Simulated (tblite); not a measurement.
Run record: tight-binding relaxation, `O=c1ccc1=O`.

Computed with GFN2-xTB geometry optimisation, gas phase (tblite 0.8.0). Start geometry: from a force field or distance geometry. The input is one job of a driver script: a line of settings, then coordinates in Å.

Input:
```
{"job": {"kind": "relax", "xc": "GFN2-xTB", "basis": "xTB"}, "charge": 0, "multiplicity": 1}
O     -1.465500     1.640300     0.021000
C     -0.677500     0.683200     0.000300
C     -0.702100    -0.704400     0.034200
C      0.662000    -0.748900    -0.020700
C      0.701000     0.620500    -0.025600
O      1.625800     1.490000    -0.077600
H     -1.547600    -1.410100     0.063900
H      1.413000    -1.561200    -0.020100
```

Output:
```
step      E/eV     max force
  0    -478.05394   11.364
  1    -477.23393   19.362
  2    -479.06898    2.397
  3    -479.12803    1.540
  4    -479.16832    0.592
  5    -479.18540    0.691
  6    -479.21090    0.979
  7    -479.22429    0.519
  8    -479.23128    0.229
  9    -479.23374    0.132
 10    -479.23416    0.071
 11    -479.23431    0.026
 12    -479.23435    0.024
 13    -479.23442    0.037
 14    -479.23447    0.032
 15    -479.23451    0.017
 16    -479.23452    0.011
 17    -479.23453    0.006
```

«max force» is the largest atomic force in eV/Å.

**Question.** From which step on does the largest force stay under 0.1 eV/Å, and how much energy is left to gain from there?

**Answer.** From step 10 (0.071 eV/Å), 0.4 meV above the end.

In short: energy lowered by 27.2 kcal/mol over 17 steps; largest atomic force 0.006 eV/Å at the end.

Time: under 0.1 s wall. Hardware: one thread of an Arm Neoverse N1, shared host.
Labels such as C1 count atoms from 1, the log's own numbers from 0.
